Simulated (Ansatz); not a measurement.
**BH4+ (singlet): wave-function methods side by side at scale of all distances = 1.718, cc-pVDZ**

How much of the correlation energy of BH4+ (singlet) does each wave-function method recover here?

Computed with Ansatz 0.2.0, Gaussian basis. Level: cc-pVDZ, core rule «outside noble gas», up to 1 orbitals frozen.

The runs, in order: UHF; CCSD(T) on RHF; CCSD(T) on UHF; BCCD(T) on RHF; CISD; CCSDT(Q) on RHF; CCSDT(Q) on UHF; CASSCF and MRCISD+Q, 2 electrons in 2 orbitals; CASSCF and NEVPT2, 2 electrons in 2 orbitals; CASSCF and MRCISD+Q, 6 electrons in 8 orbitals; CASSCF and NEVPT2, 6 electrons in 8 orbitals; Full CI.

13 further runs of the same task are left out: 7 that didn't finish, 6 set aside as unsound or not needed.

**1. What is computed**

The geometry derives from a PBE0/def2-TZVP stationary point (not a proven minimum). All distances are scaled together.

5 atoms, charge 1, spin multiplicity 1.

Atoms are counted from 1 here; the program's logs count them from 0.

No contacts short enough for the rule that draws bonds.

**2. UHF**

Contents of in.yaml:

```yaml
crystal:
  periodic: [false, false, false]
  atoms:
    - {symbol: B, position_ang: [0.000000, 0.000000, 0.000000]}
    - {symbol: H, position_ang: [-0.026772, 1.479930, 1.460013]}
    - {symbol: H, position_ang: [-0.036633, -1.460243, 1.479492]}
    - {symbol: H, position_ang: [0.036633, 1.460243, -1.479492]}
    - {symbol: H, position_ang: [0.026772, -1.479930, -1.460013]}
basis:
  gaussian: {orbitals: cc-pVDZ}
total_charge: 1
magnetization: {spin_polarized: true, initial_magnetization: 0}
hamiltonian: {xc: hf}
output: {orbitals: {seedname: orbitals}}
```

Run with:

```
$ ansatz run in.yaml --threads 1 --pin off --events-out ev --progress --plain --max-ram 2393MiB
```

After this run come: CCSD(T) on RHF; CCSD(T) on UHF; BCCD(T) on RHF; CISD; CCSDT(Q) on RHF; CCSDT(Q) on UHF; CASSCF and MRCISD+Q, 2 electrons in 2 orbitals; CASSCF and NEVPT2, 2 electrons in 2 orbitals; CASSCF and MRCISD+Q, 6 electrons in 8 orbitals; CASSCF and NEVPT2, 6 electrons in 8 orbitals; Full CI.

**Question.** What will the summary of the whole plan be? Wanted: FCI below the RHF energy; RMP2 from FCI; UMP2 from FCI; RCCSD from FCI; RCCSD(T) from FCI; UCCSD(T) from FCI; RCCSDT(Q) from FCI; UCCSDT(Q) from FCI; NEVPT2 pair from FCI.

**Answer**, as computed:

| quantity | value |
| --- | --- |
| FCI below the RHF energy | -6.3221 eV |
| RMP2 from FCI | +2291.3 meV |
| UMP2 from FCI | +1711.9 meV |
| RCCSD from FCI | +405.1 meV |
| RCCSD(T) from FCI | +22.0 meV |
| UCCSD(T) from FCI | +365.3 meV |
| RCCSDT(Q) from FCI | -6.2 meV |
| UCCSDT(Q) from FCI | +14.8 meV |
| NEVPT2 pair from FCI | +1646.1 meV |
| MRCISD+Q pair from FCI | -175.8 meV |
| NEVPT2 valence from FCI | +178.1 meV |
| levels within 1 kcal/mol (43 meV) | RCCSD(T), RCCSDT, RCCSDT(Q), UCCSDT(Q), MRCISD valence, MRCISD+Q valence |
| T1 diagnostic | 0.060 |
| effectively unpaired electrons | 1.62 |

What this shows: RCCSD(T) lands +22.0 meV from the yardstick (0.3 % of the correlation energy). CCSD(T) misses by +22.0 meV on the restricted determinant and by +365.3 meV on the unrestricted one; the two need not hold the same state or core. RCCSDT(Q), MRCISD+Q pair fall below full CI, which methods that aren't variational can do. With 1.6 effectively unpaired electrons against 0 the state is strongly multireference. Coupled cluster on one determinant still stays close here. Of the multireference levels listed MRCISD+Q valence comes nearest in total energy (+24.6 meV), which doesn't show that its space is the better one. These misses are within one basis, not against nature.
